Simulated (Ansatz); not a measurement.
**AlClH2O: molecular dynamics**

Aim: follow the molecule's vibrations and see whether its bonds hold. The start is relaxed first. Runs: 500 steps of 0.25 fs under a Nosé-Hoover thermostat at 2000 K.

Method: RKS PBE-D4/def2-SVP, in Ansatz 0.2.0.

**1. Starting point**

Bond lengths: Al1–Cl2 2.230 Å, Al1–O3 1.780 Å, O3–H4 1.010 Å, Al1–H5 1.560 Å. Angles: Cl2–Al1–O3 120.0°, Cl2–Al1–H5 120.0°, O3–Al1–H5 120.0°, Al1–O3–H4 109.5°.

As a file:

```xyz
5

Al    0.0000    0.0000    0.0000
Cl    0.0000    0.0000    2.2300
O     1.5415    0.0000   -0.8900
H     1.8414   -0.9519   -1.0449
H    -1.3510    0.0000   -0.7800
```

**2. Preparing the start**

input.yaml reads:

```yaml
crystal:
  periodic: [false, false, false]
  atoms:
    - { symbol: Al, position_ang: [0.0, 0.0, 0.0] }
    - { symbol: Cl, position_ang: [0.0, 0.0, 2.23] }
    - { symbol: O, position_ang: [1.5415, 0.0, -0.89] }
    - { symbol: H, position_ang: [1.8414, -0.9519, -1.0449] }
    - { symbol: H, position_ang: [-1.351, 0.0, -0.78] }
basis:
  gaussian: { orbitals: def2-SVP }
hamiltonian:
  xc: pbe
  dispersion: d4
relax:
  f_tol: 0.02
  max_steps: 40
```

On the command line:

```console
$ ansatz run input.yaml --threads 1 --pin off --max-ram 2048MiB --backend cpu --events-out ev --progress --plain --runs-dir out
```

After this run come: The run.

**Question.** What will these runs give? Wanted: relaxation of the start; temperature, first and last step; temperature, second half; potential energy, second half; largest change of the conserved energy; bonds formed or broken.

The runs gave:

| quantity | value |
| --- | --- |
| relaxation of the start | 6 moves, 0.394 eV lower |
| length | 500 steps of 0.25 fs |
| temperature, first and last step | 2000 and 1745 K |
| temperature, second half | mean 1260 K, from 406 to 1909 K |
| potential energy, second half | +101 meV/atom from the start |
| largest change of the conserved energy | 0.06 meV/atom |
| bonds formed or broken | 0 |

Against a set 2000 K the second half averages 1260 K with a spread of 436 K; 101 meV/atom has gone into potential energy, and a thermostat that acts over some 100 fs has not made it up in 125 fs. The conserved energy strays from its start by at most 0.06 meV/atom, under 0.1 % of the mean kinetic energy, so a step of 0.25 fs is short enough over this time. No bond forms or breaks. 125 fs on 5 atoms is far too short and small for converged averages. The nuclei move classically, without zero-point motion, which matters most for hydrogen.
